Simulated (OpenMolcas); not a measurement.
# triplet SO2, step by step

Aim: a single-point energy (UHF/STO-3G), then a single-point energy (CASSCF(2,2)/STO-3G), then a single-point energy (CASPT2(2,2)/STO-3G), then a single-point energy (SC-NEVPT2(2,2)/STO-3G), then the energy (MRCI(2,2)/STO-3G) of triplet SO2. 

Program for the calculation: OpenMolcas 26.06.

3 further runs of the same task are left out: 1 that didn't finish, 2 set aside as unsound or not needed.

**1. The structure to begin with**

The species is SO2 (3 atoms), meant as a triplet with charge 0. SMILES of the parent species: `O=S=O`. The shape is that of a PBE0-D4/def2-TZVP optimisation. That shape belongs to the parent species and isn't relaxed for this state.

Bond lengths: O1–S2 1.431 Å, S2–O3 1.431 Å. Angles: O1–S2–O3 118.9°.

**2. A single-point energy at UHF/STO-3G (run 1)**

The input, struct.xyz:

```xyz
3

O     -0.974420     0.645900    -0.459510
S      0.269520     0.357380     0.186790
O      0.704900    -1.003280     0.272720
```

The input, step1.input:

```
* O2S Hartree-Fock
>>> EXPORT MOLCAS_PRINT=2

&GATEWAY
  BasLib
  $CurrDir
  Coord
  struct.xyz
  Basis
  STO-3G
  Group
  NoSym

&SEWARD

&SCF
  UHF
  Spin
  3
  Scramble
  0.25
  PrOrbitals
  1 1
```

The basis set STO-3G is read from a file made from the Basis Set Exchange's data (not shown).

Command:

```bash
export MOLCAS_MEM=1860
pymolcas step1.input > step1.log
```

Standard output:

```text
--- Start Module: gateway ---
[...]
--- Stop Module: gateway /rc=_RC_ALL_IS_WELL_ ---
--- Start Module: seward ---
[...]
      Basis functions           19
--- Stop Module: seward /rc=_RC_ALL_IS_WELL_ ---
--- Start Module: scf ---
[...]
       Convergence after  34 Iterations
[...]
::    Total SCF energy                               -540.6479803034
[...]
      Total spin, S                                     1.0013626179
[...]
      Total electronic charge=   32.000000
      Total            charge=   -0.000000
[...]
      Dipole Moment (debye):
      Origin of the operator (angstrom)=    0.0673    0.0893    0.0467
                   X=  1.5755E-01               Y=  2.0891E-01               Z=  1.0919E-01           Total=  2.8353E-01
      Quadrupole Moment (debye*angstrom):
[...]
--- Stop Module: scf /rc=_RC_ALL_IS_WELL_ ---
[...]
```

It took 2.2 s on 1 thread of Arm Neoverse V1, shared host; peak memory 0.37 GiB.

**3. A single-point energy at CASSCF(2,2)/STO-3G (run 2)**

struct.xyz is that of step 2.

The input, step2.inp:

```
&GATEWAY
BasLib=$CurrDir
Coord=struct.xyz
Basis=STO-3G
Group=NoSym
&SEWARD
&RASSCF
FileOrb=$CurrDir/step1.UnaOrb
Spin=3
Nactel=2 0 0
Inactive=15
Ras2=2
OrbListing=Nothing
```

The basis set STO-3G is read from a file made from the Basis Set Exchange's data (not shown).

Command:

```bash
export MOLCAS_MEM=1860
pymolcas step2.inp > step2.log
```

Standard output:

```text
--- Start Module: gateway ---
[...]
--- Stop Module: gateway /rc=_RC_ALL_IS_WELL_ ---
--- Start Module: seward ---
[...]
      Basis functions           19
--- Stop Module: seward /rc=_RC_ALL_IS_WELL_ ---
--- Start Module: rasscf ---
[...]
      Number of active orbitals                  2
[...]
      Spin quantum number                      1.0
[...]
      Active orbitals                            2
[...]
      Number of CSFs                             1
[...]
      Number of root(s) required                 1
[...]
      Convergence after  7 iterations
[...]
      printout of CI-coefficients larger than  0.05 for root  1
      energy=    -540.646406
      conf/sym  11     Coeff  Weight
             1  uu   1.00000 1.00000
      Natural orbitals and occupation numbers for root  1
      sym 1:   1.000000   1.000000
      ************************************************************************************************************************
      *                                                    Final results                                                     *
[...]
::    RASSCF root number  1 Total energy:   -540.64640576
[...]
      Total electronic charge=   32.000000
      Total            charge=   -0.000000
[...]
      Dipole Moment (debye):
      Origin of the operator (angstrom)=    0.0673    0.0893    0.0467
                   X=  1.5640E-01               Y=  2.0744E-01               Z=  1.0853E-01           Total=  2.8155E-01
      Quadrupole Moment (debye*angstrom):
[...]
--- Stop Module: rasscf /rc=_RC_ALL_IS_WELL_ ---
[...]
```

Wall time 1.8 s (1 thread of Arm Neoverse V1, shared host); peak memory 0.37 GiB.

**4. A single-point energy at CASPT2(2,2)/STO-3G (run 3)**

struct.xyz is that of step 3.

The input, step3.inp:

```
* O2S CASPT2

&GATEWAY
 BASLIB = $CurrDir
 COORD = struct.xyz
 BASIS = STO-3G
 GROUP = NoSym

&SEWARD

&RASSCF
 FILEORB = $CurrDir/step2.RasOrb
 SPIN = 3
 NACTEL = 2 0 0
 INACTIVE = 15
 RAS2 = 2
 ORBLISTING = Nothing

&CASPT2
 IMAGINARY = 0.1
 FROZEN = 7
```

The basis set STO-3G is read from a file made from the Basis Set Exchange's data (not shown).

Command:

```bash
export MOLCAS_MEM=1860
pymolcas step3.inp > step3.log
```

Standard output:

```text
--- Start Module: gateway ---
[...]
--- Stop Module: gateway /rc=_RC_ALL_IS_WELL_ ---
[...]
      Basis functions           19
[...]
--- Start Module: rasscf ---
[...]
      Number of active orbitals                  2
[...]
      Spin quantum number                      1.0
[...]
      Active orbitals                            2
[...]
      Number of CSFs                             1
[...]
      Number of root(s) required                 1
[...]
      Convergence after  4 iterations
[...]
      printout of CI-coefficients larger than  0.05 for root  1
      energy=    -540.646406
      conf/sym  11     Coeff  Weight
             1  uu   1.00000 1.00000
      Natural orbitals and occupation numbers for root  1
      sym 1:   1.000000   1.000000
      ************************************************************************************************************************
      *                                                    Final results                                                     *
[...]
::    RASSCF root number  1 Total energy:   -540.64640576
[...]
      Total electronic charge=   32.000000
      Total            charge=   -0.000000
[...]
      Dipole Moment (debye):
      Origin of the operator (angstrom)=    0.0673    0.0893    0.0467
                   X=  1.5641E-01               Y=  2.0745E-01               Z=  1.0852E-01           Total=  2.8156E-01
      Quadrupole Moment (debye*angstrom):
[...]
--- Stop Module: rasscf /rc=_RC_ALL_IS_WELL_ ---
--- Start Module: caspt2 ---
[...]
 ###    WARNING: User changed nr of frozen orbitals.                         ###
 ###############################################################################
[...]
      E2 (Variational):          -0.0591747292
      Total energy:            -540.7055804901
[...]
      Reference weight:           0.97186
[...]
::    CASPT2 Root  1     Total energy:   -540.70558049
[...]
--- Stop Module: caspt2 /rc=_RC_ALL_IS_WELL_ ---
[...]
```

It took 1.8 s on 1 thread of Arm Neoverse V1, shared host; peak memory 0.37 GiB.

**5. A single-point energy at SC-NEVPT2(2,2)/STO-3G (run 4)**

struct.xyz is that of step 4.

The input, step4.inp:

```
>>> EXPORT MOLCAS_PRINT=2

&gateway
  baslib
  $CurrDir
  coord
  struct.xyz
  basis
  STO-3G
  group
  NoSym

&seward

&rasscf
  fileorb
  $CurrDir/step2.RasOrb
  spin
  3
  nactel
  2 0 0
  inactive
  15
  ras2
  2
  orblisting
  Nothing

&caspt2
  sc-nevpt2
  frozen
  7
```

The basis set STO-3G is read from a file made from the Basis Set Exchange's data (not shown).

Command:

```bash
export MOLCAS_MEM=1860
pymolcas step4.inp > step4.log
```

Standard output:

```text
--- Start Module: gateway ---

                                              &GATEWAY

                       available to each process: 1.9 GB of memory, 1 thread

 Basis Set     1 Label: O.STO-3G
 Basis set is read from library:.
 basistype.tbl is not found

 Basis Set     2 Label: S.STO-3G
 Basis set is read from library:.
 basistype.tbl is not found

 Basis Set     3 Label: O.STO-3G
 Basis set is read from library:.
 basistype.tbl is not found

++    Symmetry information:
      ---------------------

                    Character Table for C1

                             E
                    a        1  x, y, xy, Rz, z, xz, Ry, yz, Rx, I
--

++    Basis set information:
      ----------------------

      Basis set label: O.STO-3G.........

      Electronic valence basis set:
      ------------------
      Associated Effective Charge   8.000000 au
      Associated Actual Charge      8.000000 au
      Nuclear Model: Point charge

      Shell  nPrim  nBasis  Cartesian Spherical Contaminant
         s       6       2        X
[... 114 lines left out ...]
      Nuclear repulsion energy =  108.39382181
[... 76 lines left out ...]
      Convergence after  4 iterations
[... 10 lines left out ...]
      printout of CI-coefficients larger than  0.05 for root  1
[... 1 line left out ...]
      conf/sym  11     Coeff  Weight
[... 6 lines left out ...]
      *                                                    Final results                                                     *
[... 6 lines left out ...]
      RASSCF energy for state  1                   -540.64640576
[... 12 lines left out ...]
::    RASSCF root number  1 Total energy:   -540.64640576
[... 29 lines left out ...]
      Dipole Moment (debye):
[... 28 lines left out ...]
      Spin density orbitals for root   1 are written to the SPDORB.1 file
[... 56 lines left out ...]
      Imaginary shift                            0.00
[... 11 lines left out ...]
++ NEVPT2 computation for group   1

********************************************************************************
 Multi-State initialization phase begins for group   1
--------------------------------------------------------------------------------
********************************************************************************
 Compute H0 matrices for state    1
--------------------------------------------------------------------------------
--------------------------------------------------------------------------------
 H0 matrices have been computed.

********************************************************************************
  NEVPT2 EQUATION SOLUTION
--------------------------------------------------------------------------------
 ###############################################################################
 ###    Location: AixRd                                                      ###
 ###    File: LUCIEX                                                         ###
 ###    Premature abort while reading buffer from disk                       ###
 ###    End of file reached                                                  ###
 ###############################################################################

--- Stop Module: caspt2 /rc=-6 ---

.########################.
.# Non-zero return code #.
.########################.

    Timing: Wall=1.52 User=1.15 System=0.36
```

Wall time 1.8 s (1 thread of Arm Neoverse V1, shared host); peak memory 0.37 GiB.

The job broke off with an error.

**6. A single-point energy at MRCI(2,2)/STO-3G (run 5)**

struct.xyz is that of step 5.

The input, step5.input:

```
>>> EXPORT MOLCAS_PRINT=2

&GATEWAY
 BasLib = $CurrDir
 Coord = struct.xyz
 Basis = STO-3G
 Group = NoSym

&SEWARD

&RASSCF
 FileOrb = $CurrDir/step2.RasOrb
 Spin = 3
 Nactel = 2 0 0
 Inactive = 15
 Ras2 = 2
 OrbListing = Nothing

&MOTRA
 LumOrb
 Frozen = 7

&GUGA
 Electrons = 18
 Spin = 3
 Inactive = 8
 Active = 2
 CIAll = 1

&MRCI
 SDCI
```

The basis set STO-3G is read from a file made from the Basis Set Exchange's data (not shown).

Command:

```bash
export MOLCAS_MEM=1860
pymolcas step5.input > step5.log
```

Standard output:

```text
--- Start Module: gateway ---
[...]
--- Stop Module: gateway /rc=_RC_ALL_IS_WELL_ ---
[...]
      Basis functions           19
[...]
      Number of active orbitals                  2
[...]
      Spin quantum number                      1.0
[...]
      Active orbitals                            2
[...]
      Number of CSFs                             1
[...]
      Number of root(s) required                 1
[...]
      Convergence after  4 iterations
[...]
      printout of CI-coefficients larger than  0.05 for root  1
      energy=    -540.646406
      conf/sym  11     Coeff  Weight
             1  uu   1.00000 1.00000
      Natural orbitals and occupation numbers for root  1
      sym 1:   1.000000   1.000000
      ************************************************************************************************************************
      *                                                    Final results                                                     *
[...]
::    RASSCF root number  1 Total energy:   -540.64640576
[...]
      Dipole Moment (debye):
      Origin of the operator (angstrom)=    0.0673    0.0893    0.0467
                   X=  1.5641E-01               Y=  2.0745E-01               Z=  1.0852E-01           Total=  2.8156E-01
      Quadrupole Moment (debye*angstrom):
[...]
      *** WARNING: Default frozen orbitals is overwritten by user input.
      *** Default values:   7
[...]
--- Start Module: guga ---
[...]
--- Stop Module: guga /rc=_RC_ALL_IS_WELL_ ---
--- Start Module: mrci ---
[...]
       (But an ACPF correction will be computed)
       USE THE DEFAULT ACPF G-VALUE GFAC=  0.11111111111111110
[...]
                      CI ENERGY:  -540.72211034
[...]
                ACPF CORRECTION:    -0.00419897
[...]
      Total electronic charge=   32.000000
      Total            charge=   -0.000000
[...]
     ACPF CORRECTION:     -0.00419897
[...]
  CI State   1     Total energy:   -540.72211034     QDav:     -0.00475683     QACPF:     -0.00419897
[...]
--- Stop Module: mrci /rc=_RC_ALL_IS_WELL_ ---
[...]
```

It took 2 s on 1 thread of Arm Neoverse V1, shared host; peak memory 0.37 GiB.

**7. Results**

```
                                                 quantity                value
                          run 1, UHF/STO-3G: total energy        -540.64798 Eh
                         run 1, UHF/STO-3G: dipole moment               0.28 D
    run 1, UHF/STO-3G: HOMO energy (highest over α and β)             -6.92 eV
     run 1, UHF/STO-3G: LUMO energy (lowest over α and β)              6.78 eV
                                  run 1, UHF/STO-3G: ⟨S²⟩                2.004
                  run 2, CASSCF(2,2)/STO-3G: total energy        -540.64641 Eh
run 2, CASSCF(2,2)/STO-3G: dipole moment (CASSCF density)               0.28 D
                  run 3, CASPT2(2,2)/STO-3G: total energy        -540.70558 Eh
run 3, CASPT2(2,2)/STO-3G: dipole moment (CASSCF density)               0.28 D
                    run 5, MRCI(2,2)/STO-3G: total energy        -540.72211 Eh
  run 5, MRCI(2,2)/STO-3G: dipole moment (CASSCF density)               0.28 D
                             run 4, SC-NEVPT2(2,2)/STO-3G  no result (crashed)
```

Mulliken charges (run 5, MRCI(2,2)/STO-3G) of the CASSCF density run from -0.30 on O1 to +0.60 on S2; they depend strongly on the basis. 1 of the 5 runs did not end normally.
